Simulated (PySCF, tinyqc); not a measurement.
Worked calculation: coupled-perturbed Hartree-Fock on RHF in the sto-3g basis, for BH, spin multiplicity 1. The lowest restricted solution is unstable here: a spin-polarised one lies 0.0052 hartree lower (PySCF). One step of it, computed by the program tinyqc.

Problem. Response to a field: uncoupled start. Field along z; U_ai = -mu_ai / (e_a - e_i), alpha = -4 sum U_ai mu_ai.

orbital energies (hartree): [-7.371369, -0.482265, -0.242767, 0.254836, 0.254836, 0.427455]

dipole integrals <a|z|i> (bohr), order a4, a5, a6:
```
[[0.000000, 0.000000, 0.000000],
 [0.000000, 0.000000, 0.000000],
 [0.097186, -0.429042, 1.429548]]
```

Give: uncoupled U; uncoupled polarisability.

Solution.

uncoupled U, order a4, a5, a6:
```
[[0.0000, 0.0000, 0.0000],
 [0.0000, 0.0000, 0.0000],
 [-0.0125, 0.4716, -2.1329]]
```

uncoupled polarisability = 13.0108 bohr^3
